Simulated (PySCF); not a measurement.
[ClF2]-, singlet: molecular constants

These are results of PySCF, PBE0, basis Cl def2-TZVPD, F def2-TZVPD (no relativity, density fitting), not measurements.

The structure is a minimum.

| Item | Value |
| --- | --- |
| Point group | D∞h |
| Bond lengths | Cl–F 1.854 Å (×2) |
| Bond angles | F–Cl–F 180.0° |
| Principal polarisabilities | 25.0, 25.0, 54.2 bohr³ |
| Rotational constants | 0.129 cm⁻¹ |
| Dipole moment about the centre of mass | 0.00 D |
| Zero-point energy | 9.0 kJ/mol |
| Rotational symmetry number | 2 |
| Lowest empty level | 4.15 eV |
| Entropy at 298.15 K and 1 bar | 244.8 J/(mol K) |
| Highest occupied level | -2.43 eV |
| Enthalpy at 298.15 K above 0 K | 12.26 kJ/mol |
| Principal quadrupole moments (Buckingham, traceless) about the centre of mass | -15.64, 7.82, 7.82 D Å |
| Heat capacity Cp at 298.15 K | 54.4 J/(mol K) |

Harmonic modes (masses in u: Cl 34.969, F 18.998):
```
symmetry  ω (cm⁻¹)  IR (km/mol, summed over degenerate members)  μ (u)
      πu       292                                         11.2  24.93
     σg+       456                                          0.0  19.00
     σu+       472                                          568  24.93
```

In D∞h the vibrations span πu + σg+ + σu+. The σg+ mode carries no infrared intensity, as symmetry demands. With a centre of inversion only u modes can be infrared active and only g modes Raman active.

Charges (e); Mulliken and Löwdin values are unreliable with diffuse functions:
| atom | Mulliken | Löwdin | polar tensor | Mayer order to Cl1 |
| --- | --- | --- | --- | --- |
| Cl1 | 0.00 | 0.55 | 0.82 | – |
| F2,3 | -0.50 | -0.77 | -0.91 | 0.46 |

Mulliken populations on Cl1: s 6.09, p 10.70, d 0.19, f 0.01.

Outer orbital energies (eV). occupied: -7.90, -5.69, -5.69, -4.76, -4.76, -3.85, -2.43, -2.43; empty: 4.15, 5.09, 5.48, 5.48.

Counting electrons, chlorine keeps 6 of its valence electrons outside its bonds, so the VSEPR class is AX2E3 and the expected shape is linear (D∞h), as computed.

This need not be the most stable arrangement of these atoms. The lowest empty level of this anion is unbound, so it and the gap depend on the basis.

The final relaxation and frequency run took roughly 30 core-seconds on a shared host.
